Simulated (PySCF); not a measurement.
Diamond-structure Ge was calculated with PBE0 (GTH pseudopotentials, Gaussian basis, DZ basis; PySCF).

The same calculation (at the measured cell, 22.641 Å³/atom) with different numerical settings:

```tsv
run	k mesh	gap on the mesh (eV)	total energy (eV/atom)
1	2×2×2	1.987	-105.5017
2	3×3×3	1.728	-106.4993
3	4×4×4	1.460	-106.7247
```

In the column total energy (eV/atom) the first row differs from the last by +1.2230 and the next to last by +0.2254.

The last row is no converged limit: other settings stay fixed.

Spin–orbit coupling is not included.
